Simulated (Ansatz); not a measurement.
**CH6Si: a dynamics run in two tries**

The task is a short trajectory. SMILES of the start: C[SiH3].

Method: RKS PBE0/def2-SVP, in Ansatz 0.2.0.

### 1 Starting point

Bond lengths: Si1–C2 1.880 Å, C2–H3 1.101 Å, C2–H4 1.101 Å, C2–H5 1.101 Å, Si1–H6 1.496 Å, Si1–H7 1.496 Å, Si1–H8 1.496 Å. Angles: Si1–C2–H3 110.8°, Si1–C2–H4 110.8°, Si1–C2–H5 110.8°, H3–C2–H4 108.1°, H3–C2–H5 108.1°, H4–C2–H5 108.1°, C2–Si1–H6 110.7°, C2–Si1–H7 110.7°, C2–Si1–H8 110.7°, H6–Si1–H7 108.2°, H6–Si1–H8 108.2°, H7–Si1–H8 108.2°.

Coordinates:

```xyz
8

Si    0.0000    0.0003    0.0034
C     0.0001   -0.0001    1.8830
H    -1.0235   -0.1051    2.2741
H     0.6028   -0.8341    2.2742
H     0.4210    0.9389    2.2743
H     1.3918    0.1497   -0.5249
H    -0.8254    1.1304   -0.5260
H    -0.5655   -1.2801   -0.5252
```

### 2 First attempt

input.yaml reads:

```yaml
crystal:
  periodic: [false, false, false]
  atoms:
    - { symbol: Si, position_ang: [2.9e-05, 0.000346, 0.00342] }
    - { symbol: C, position_ang: [0.000119, -7.1e-05, 1.883043] }
    - { symbol: H, position_ang: [-1.023544, -0.105108, 2.274098] }
    - { symbol: H, position_ang: [0.602847, -0.834103, 2.27421] }
    - { symbol: H, position_ang: [0.420985, 0.938897, 2.274283] }
    - { symbol: H, position_ang: [1.391849, 0.149652, -0.524942] }
    - { symbol: H, position_ang: [-0.825379, 1.130446, -0.526033] }
    - { symbol: H, position_ang: [-0.565506, -1.280059, -0.525179] }
basis:
  gaussian: { orbitals: def2-SVP }
hamiltonian:
  xc: pbe0
md:
  timestep: 0.5
  n_steps: 25
  ensemble: nvt_langevin
  temperature: 100.0
  initial_velocities: maxwell_boltzmann
  seed: 549931
  friction: 0.05
  masses: [{ species: Si, mass: 0.0 }]
```

Run with:

```
$ ansatz run input.yaml --threads 1 --pin off --max-ram 2048MiB --backend cpu --events-out ev --progress --plain --runs-dir out
```

What does the calculation give? Wanted: first try.

As calculated:

```
 quantity                                                                     value
first try                                                                   refused
    cause  an atom is given no mass, so any force would accelerate it without limit
```

What this shows: The fault in the first input was caught at the input check and cost nothing.
